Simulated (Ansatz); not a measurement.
We consider rock-salt HfN, described by PBEsol (plane waves, PAW; Ansatz, a program for electronic structure).

Settings: plane-wave cutoff 560 eV, 16×16×16 k mesh, Fermi–Dirac smearing 0.1 eV, perturbation theory, scalar-relativistic PAW data made under PBE.

The cell has the measured lattice parameters. Conventional cell: a = 4.5200 Å, b = 4.5200 Å, c = 4.5200 Å, α = 90.00°, β = 90.00°, γ = 90.00°.

Harmonic phonon frequencies (cm⁻¹; i marks an imaginary mode):

```csv
q point,frequencies
Γ,0 0 0 490 490 490
X,145 145 165 474 499 499
U,[?]
```

### Question
What belongs in the gaps?

### Answer

- U, frequencies: 134 150 161 467 503 522

No imaginary mode appears at these points.

Note: the cell isn't this level's own, so it is under some stress, which shifts stiffness and frequencies.
